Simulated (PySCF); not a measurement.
# Does the structure fit the spectrum?

A compound C4H9N gives the data below (simulated from a calculation) and was assigned the structure `NC1CCC1`.

13C{1H} NMR (computed): δ 36.9 (CH3), 32.2 (CH), 8.7 (CH2, 2C).

1H NMR (300 MHz, computed): δ 2.40 (s, 3H), 1.76 (m, 1H), 0.44 (br s, 1H), 0.37 (m, 2H), 0.34 (m, 2H).

- geometry from PBE0-D3(BJ)/def2-SVP
- σ from GIAO-PBE0/pcSseg-1
- spin–spin couplings from B3LYP/pcJ-1 (spin–dipole term only in couplings to heteroatoms)
- run in PySCF 2.14.0 with density-fitted response routines
- one averaged value for each set of equivalent atoms, one conformer, non-relativistic, in vacuum

Shifts are taken against calculated references (same method and geometry level): TMS for 1H and 13C.

Question: Compare with the shifts computed for the proposed structure, pairing carbons in order of shift.

Answer: Structure with atom numbers: `[NH2:1][CH:2]1[CH2:3][CH2:4][CH2:5]1` (H(Xn): hydrogen on atom n).

```
atom  computed for proposal  given list  difference
  C2                   51.4        36.9       +14.5
  C3                   37.1        32.2        +4.9
  C5                   37.1         8.7       +28.4
  C4                   14.6         8.7        +5.9
```

The rms difference is 16.4 ppm and the largest +28.4 ppm at C5 (sp3 CH2 in a ring). The carbon types in order of shift don't match either: CH, CH2, CH2, CH2 for the proposal against CH3, CH, CH2, CH2 in the data. The proposal doesn't fit.

Question: Which isomer fits?

Answer: `CNC1CC1`.

- Carbon types of the structure: 1 × CH, 2 × CH2, 1 × CH3, leaving 1 H on heteroatoms.
- δC 36.9: methyl carbon bonded to N; deshielded by the electronegative neighbour.
- δC 32.2, 8.7: three-membered-ring carbon.
- δH 2.40: hydrogen on a methyl carbon bonded to N; its carbon carries N, an electronegative neighbour.
- δH 0.44: hydrogen on an amine nitrogen; labile proton, position sensitive to the medium.

The data come from this structure; uniqueness wasn't tested.

Exchangeable OH/NH protons stand at their gas-phase positions; hydrogen bonding in a real sample shifts them, mostly to higher δ. Multiplet labels drop couplings under 1 Hz and merge nearly equal ones. Couplings among chemically equivalent protons are left out too, so labels in AA′BB′ or AA′XX′ sets are apparent multiplicities. Unscaled 3J(H,H) at this level run about 10 % above measured values. Shifts are as computed. Against solution values, carbons near 30 ppm lie about +2 ppm off and those near 130 ppm about +5 ppm. Of 1211 compounds with measured shifts, 218 miss one by over three times the rms of a fit or turn the order of signals round; such compounds aren't used in these exercises. Couplings to exchangeable protons are dropped.
